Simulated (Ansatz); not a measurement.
Basis sets compared for SiClH3 (SiH3Cl). Total charge 0; singlet. Geometry r2SCAN-D4/def2-TZVP. Ansatz on 2 threads of Arm Neoverse V2 on a shared host; times are rough, and most runs start from earlier orbitals.

```xyz
5

Si   -0.108    0.046    0.051
Cl    1.626   -0.699   -0.765
H    -1.001   -1.087    0.377
H    -0.750    0.938   -0.940
H     0.233    0.801    1.277
```

Binding counts from free atoms (Si triplet, Cl doublet, H doublet) in the same basis, without a counterpoise term.

| level | functions | energy (Eh) | HOMO (eV) | LUMO (eV) | binding per atom (eV) | wall time |
| --- | --- | --- | --- | --- | --- | --- |
| PBE-D4/def2-SVP | 51 | -750.9424 | -7.44 | -0.60 | 2.86 | 0.3 s |
| PBE0-D4/def2-SVP | 51 | -751.0159 | -8.87 | 0.31 | 2.85 | 0.45 s |

Estimate the rows for PBE-D4/def2-TZVP (with forces), PBE0-D4/def2-TZVP.


```tsv
level	functions	energy (Eh)	HOMO (eV)	LUMO (eV)	binding per atom (eV)	wall time
PBE-D4/def2-TZVP (with forces)	92	-751.2107	-7.65	-0.97	2.89	0.65 s
PBE0-D4/def2-TZVP	92	-751.2810	-9.03	-0.08	2.89	0.75 s
```
